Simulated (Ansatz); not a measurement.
**C₂H₄FNO: how energies converge with the basis set**

Aim: see how fast density functionals converge with the basis set for C₂H₄FNO.

Method: one geometry, several basis sets; program: Ansatz 0.2.0, Gaussian basis.

Plan: PBE0-D4/def2-SVP; ωB97M-V/def2-SVP; PBE0-D4/def2-QZVPP; ωB97M-V/def2-QZVPP; the functionals' def2-TZVPP values are taken from earlier runs.

**1. The geometry**

All runs share one geometry, relaxed beforehand with PBE0-D4 in a triple-zeta def2 set.

SMILES `FC1NCO1`, 9 atoms, charge 0, spin multiplicity 1.

Atoms are counted from 1 here; the program's logs count them from 0.

Bond lengths: F1–C2 1.358 Å, C2–N3 1.434 Å, C2–O5 1.399 Å, C2–H6 1.097 Å, N3–C4 1.462 Å, N3–H7 1.010 Å, C4–O5 1.430 Å, C4–H8 1.096 Å, C4–H9 1.094 Å. Angles: F1–C2–N3 113.8°, F1–C2–O5 111.6°, F1–C2–H6 106.0°, N3–C2–O5 93.1°, N3–C2–H6 118.2°, O5–C2–H6 114.0°, C2–N3–C4 86.5°, C2–N3–H7 115.7°, C4–N3–H7 116.6°, N3–C4–O5 90.7°, N3–C4–H8 115.4°, N3–C4–H9 114.9°, O5–C4–H8 111.9°, O5–C4–H9 112.3°, H8–C4–H9 110.4°, C2–O5–C4 89.0°.

**2. PBE0-D4 in def2-SVP**

in.yaml reads:

```yaml
crystal:
  periodic: [false, false, false]
  atoms:
    - {symbol: F, position_ang: [-0.543037, 2.045905, -0.179691]}
    - {symbol: C, position_ang: [0.000713, 0.839775, -0.485327]}
    - {symbol: N, position_ang: [0.598726, 0.174076, 0.635124]}
    - {symbol: C, position_ang: [-0.325266, -0.924599, 0.359813]}
    - {symbol: O, position_ang: [-0.982020, -0.144025, -0.642642]}
    - {symbol: H, position_ang: [0.616068, 1.003688, -1.379062]}
    - {symbol: H, position_ang: [1.583928, -0.030440, 0.547511]}
    - {symbol: H, position_ang: [0.131419, -1.827686, -0.060191]}
    - {symbol: H, position_ang: [-0.992230, -1.183094, 1.187464]}
basis:
  gaussian: {orbitals: def2-SVP}
hamiltonian: {xc: pbe0, dispersion: d4}
output: {orbitals: {seedname: orbitals}}
```

On the command line:

```console
$ ansatz run in.yaml --threads 2 --pin off --events-out ev --progress --plain --max-ram 4352MiB
```

The runs that follow: ωB97M-V in def2-SVP; PBE0-D4 in def2-QZVPP; ωB97M-V in def2-QZVPP.

Before running them: what should the planned runs give, taken together? Wanted: PBE0-D4: double and triple zeta above quadruple; ωB97M-V: double and triple zeta above quadruple.

The runs gave:

```
                                       quantity           value
PBE0-D4: double and triple zeta above quadruple  10.32, 0.45 eV
ωB97M-V: double and triple zeta above quadruple  10.57, 0.43 eV
```

What this shows: For PBE0-D4 the step from double to triple zeta gains 9.86 eV and the next only 0.45 eV. These are total energies; as a rule much of such shifts cancels in differences, which this series doesn't test. The LUMO of ωB97M-V is positive and keeps falling with the basis (3.15 to 1.51 eV): an unbound level that the basis holds in place.
